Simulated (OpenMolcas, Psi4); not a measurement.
SF2 (sulfur difluoride): a line through the functionals

SF2: 3 atoms, total charge 0, spin state singlet. SMILES: `FSF`. The coordinates come from a PBE0-D4/def2-TZVP relaxation.

The vertical energy of the triplet above the singlet y, in eV, basis def2-TZVP; a is the functional's share of exact exchange. Programs: OpenMolcas 26.06, Psi4 1.11.

| functional | program | a | y (eV) |
| --- | --- | --- | --- |
| BLYP | OpenMolcas | 0 | 2.52 |
| TPSS | OpenMolcas | 0 | 2.50 |
| TPSSh | Psi4 | 0.1 | 2.53 |
| B3LYP | OpenMolcas | 0.2 | ? |
| PBE0 | OpenMolcas | 0.25 | 2.53 |
| BHLYP | OpenMolcas | 0.5 | 2.69 |

Task: Fit y = c + s·a to the known rows and predict B3LYP.

Result: 
1. Means of the 5 rows: a = 0.1700, y = 2.554.
2. Σ(Δa)² = 0.178, Σ(Δa·Δy) = 0.0596, so the slope is 0.0596/0.178 = 0.33483.
3. Intercept: 2.554 − (0.33483) × 0.1700 = 2.497. The largest residual of the fit is 0.051.
4. B3LYP: 2.497 + (0.33483) × 0.2 = 2.56 eV.

The run gave 2.61 eV, so the prediction is off by -0.05 eV, within the scatter of the fit.
